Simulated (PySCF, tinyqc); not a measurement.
RKS/exchange-only LDA in the sto-3g basis, for BH, spin multiplicity 1, step by step. The lowest restricted solution is unstable here: a spin-polarised one lies 0.0009 hartree lower (PySCF). One step of it, computed by the program tinyqc.

Task: Iteration 2: diagonalisation and new density. Diagonalise F' = X^T F X, C = X C', fill 3 alpha and 3 beta electrons from the bottom; D = 2 C_occ C_occ^T; the new density keeps 0.2 of the old one (damping). Each column has its largest component positive (the first on a tie).

extrapolated F (hartree):
```
            1B 1s      1B 2s    1B 2px    1B 2py     1B 2pz      2H 1s
1B 1s   -6.067838  -1.863320  0.000000  0.000000   0.002347  -0.173460
1B 2s   -1.863320  -0.716889  0.000000  0.000000   0.004859  -0.173128
1B 2px   0.000000   0.000000  0.086225  0.001519   0.000000   0.000000
1B 2py   0.000000   0.000000  0.001519  0.074736   0.000000   0.000000
1B 2pz   0.002347   0.004859  0.000000  0.000000   0.070671  -0.120117
2H 1s   -0.173460  -0.173128  0.000000  0.000000  -0.120117  -0.015046
```

X:
```
            1B 1s      1B 2s    1B 2px    1B 2py     1B 2pz      2H 1s
1B 1s    1.029530  -0.146144  0.000000  0.000000  -0.005654   0.019375
1B 2s   -0.146144   1.063816  0.000000  0.000000   0.039854  -0.160225
1B 2px   0.000000   0.000000  1.000000  0.000000   0.000000   0.000000
1B 2py   0.000000   0.000000  0.000000  1.000000   0.000000   0.000000
1B 2pz  -0.005654   0.039854  0.000000  0.000000   1.045284  -0.183050
2H 1s    0.019375  -0.160225  0.000000  0.000000  -0.183050   1.078715
```

D after iteration 1:
```
            1B 1s      1B 2s    1B 2px    1B 2py     1B 2pz      2H 1s
1B 1s    2.098482  -0.389612  0.000000  0.000000   0.131939  -0.064062
1B 2s   -0.389612   1.546142  0.000000  0.000000  -0.478382   0.043181
1B 2px   0.000000   0.000000  0.397132  0.033751   0.000000   0.000000
1B 2py   0.000000   0.000000  0.033751  0.002868   0.000000   0.000000
1B 2pz   0.131939  -0.478382  0.000000  0.000000   0.535290   0.500547
2H 1s   -0.064062   0.043181  0.000000  0.000000   0.500547   1.285851
```

overlap S:
```
           1B 1s     1B 2s    1B 2px    1B 2py    1B 2pz     2H 1s
1B 1s   1.000000  0.269328  0.000000  0.000000  0.000000  0.024434
1B 2s   0.269328  1.000000  0.000000  0.000000  0.000000  0.274553
1B 2px  0.000000  0.000000  1.000000  0.000000  0.000000  0.000000
1B 2py  0.000000  0.000000  0.000000  1.000000  0.000000  0.000000
1B 2pz  0.000000  0.000000  0.000000  0.000000  1.000000  0.323167
2H 1s   0.024434  0.274553  0.000000  0.000000  0.323167  1.000000
```

Give: F' = X^T F X; orbital energies; coefficients C; D after iteration 2.

Result:

F' = X^T F X (hartree):
```
         1        2       3       4        5        6
1  -5.8920  -1.0348  0.0000  0.0000  -0.0117   0.0106
2  -1.0348  -0.3090  0.0000  0.0000   0.0452  -0.1254
3   0.0000   0.0000  0.0862  0.0015   0.0000   0.0000
4   0.0000   0.0000  0.0015  0.0747   0.0000   0.0000
5  -0.0117   0.0452  0.0000  0.0000   0.1247  -0.1595
6   0.0106  -0.1254  0.0000  0.0000  -0.1595   0.0760
```

orbital energies (hartree): MO1 -6.0777, MO2 -0.1871, MO3 -0.0309, MO4 0.0745, MO5 0.0864, MO6 0.2954

coefficients C:
```
            MO1      MO2      MO3      MO4     MO5      MO6
1B 1s    0.9876  -0.2745   0.1409   0.0000  0.0000   0.1058
1B 2s    0.0437   0.8569  -0.5091   0.0000  0.0000  -0.4301
1B 2px   0.0000   0.0000   0.0000  -0.1289  0.9917   0.0000
1B 2py   0.0000   0.0000   0.0000   0.9917  0.1289   0.0000
1B 2pz   0.0018   0.0700   0.6197   0.0000  0.0000  -0.8595
2H 1s   -0.0073   0.3614   0.5522   0.0000  0.0000   0.8875
```

D after iteration 2:
```
          1B 1s    1B 2s  1B 2px  1B 2py   1B 2pz    2H 1s
1B 1s    2.1325  -0.4999  0.0000  0.0000   0.1381  -0.0586
1B 2s   -0.4999   1.9018  0.0000  0.0000  -0.5044   0.0538
1B 2px   0.0000   0.0000  0.0794  0.0068   0.0000   0.0000
1B 2py   0.0000   0.0000  0.0068  0.0006   0.0000   0.0000
1B 2pz   0.1381  -0.5044  0.0000  0.0000   0.7294   0.6881
2H 1s   -0.0586   0.0538  0.0000  0.0000   0.6881   0.9541
```
